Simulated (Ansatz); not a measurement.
This geometry of BF2H + H (5 atoms, charge 0, multiplicity 2) is a first-order saddle point.

Theory: Ansatz 0.2.0, UKS B3LYP/def2-SVP.

```xyz
5
Properties=species:S:1:pos:R:3
B 0.000 -0.027 -0.049
H 0.000 -0.012 1.544
F 1.136 0.003 -0.704
F -1.136 0.003 -0.704
H 0.000 0.033 2.433
```

Q: Which two structures does it join? (They come from a converged band through this point; their orientation in space is the band's.)

A: Bonds broken: B1–H2. Bonds formed: H2–H5. BF2H + H becomes BF2 + H2.

Image 0:

```xyz
5
Properties=species:S:1:pos:R:3
B 0.000 0.005 -0.286
H 0.000 0.051 0.914
F 1.128 -0.021 -0.963
F -1.128 -0.021 -0.963
H 0.000 -0.013 3.820
```

Image 10:

```xyz
5
Properties=species:S:1:pos:R:3
B 0.000 -0.012 -0.587
H 0.000 0.018 2.402
F 1.140 -0.014 -1.229
F -1.140 -0.014 -1.229
H 0.000 0.022 3.163
```

Q: How far does it lie above each of them?

A: 9.9 kcal/mol above the first and 4.7 kcal/mol above the second. This is the barrier of this one path; another mechanism may lie lower.

The run took 7.5 min on 1 thread of Arm Neoverse V1 (shared host), peak memory 0.11 GiB.
